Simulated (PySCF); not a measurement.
Converging BH⁺ in the basis (PBE)

PySCF, UKS reference; doublet, unpaired electrons σ ↑; De to B⁺ + H without counterpoise correction.

| basis | relativity | functions | Re (Å) | ωe (cm⁻¹) | De (eV) | μ (D) |
| --- | --- | --- | --- | --- | --- | --- |
| STO-3G | no relativity | 6 | 1.246 | 2636 | 3.36 | 0.12 |
| 3-21G | no relativity | 11 | 1.222 | 2480 | 2.56 | 0.37 |
| jorge-DZP-DKH | spin-free X2C | 20 | 1.242 | 2410 | 2.51 | 0.47 |
| def2-TZVPPD | no relativity | 54 | 1.218 | 2449 | 2.62 | 0.41 |

Task: How does each smaller set differ from the one with most functions, def2-TZVPPD?

Result: STO-3G: +2.8 pm, +7.6 % in ωe, +0.74 eV in De; 3-21G: +0.4 pm, +1.3 % in ωe, -0.06 eV in De; jorge-DZP-DKH: +2.4 pm, -1.6 % in ωe, -0.11 eV in De. All at PBE; the set with most functions is neither the basis-set limit nor always the best. The rows treat relativity differently, so the differences are not basis effects alone.

A positive dipole points towards H; it is taken about the centre of mass and depends on that origin. For an ion De counts to the pair picked by the measured ionisation energies or electron affinities, which need not be the lowest pair at this level. 3-21G and STO-3G are very small, so such numbers show the basis as much as the molecule. The state was picked by a PBE0 search and need not be the measured ground state.
